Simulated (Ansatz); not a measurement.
Process, species as SMILES: [O]Cl (O-Cl) → ClO+ (triplet, bonded as [O]Cl) + e-
B3LYP-D3(BJ)/def2-TZVP geometries, fixed; electronic energies without zero-point terms.
Largest species:
```xyz
2

Cl     0.0000     0.0000    -0.5055
O      0.0000     0.0000     1.0742
```
Charge 0, spin multiplicity 2.

Energies in hartree at r2SCAN with Ansatz (a first-principles code); the adiabatic ionisation energy is their sum with the coefficients shown, times 27.2114 eV a hartree. All functions are spherical. Open shells are unrestricted. No added dispersion term, no relativity.

```csv
species,coefficient,part,cc-pV(D+d)Z,cc-pV(T+d)Z,cc-pV(Q+d)Z
[O]Cl (O-Cl),-1,r2SCAN,-535.24302,-535.29002,-535.30147
"ClO+ (triplet, bonded as [O]Cl)",+1,r2SCAN,-534.85167,-534.90014,-534.91108
```

Predict the adiabatic ionisation energy in cc-pV(5+d)Z (X = 5): let each r2SCAN step shrink by the ratio of the last two. Compare with the run.


- [O]Cl (O-Cl): steps -0.04700 and -0.01145, ratio 0.244, so r2SCAN -535.30426 (run: -535.30643).
- ClO+ (triplet, bonded as [O]Cl): steps -0.04847 and -0.01094, ratio 0.226, so r2SCAN -534.91355 (run: -534.91556).
Predicted 10.632 eV; the run in cc-pV(5+d)Z gives 10.636, a miss of -0.004. Keeping the value in cc-pV(Q+d)Z, 10.623, would miss by -0.013. All sums are of the energies as printed.
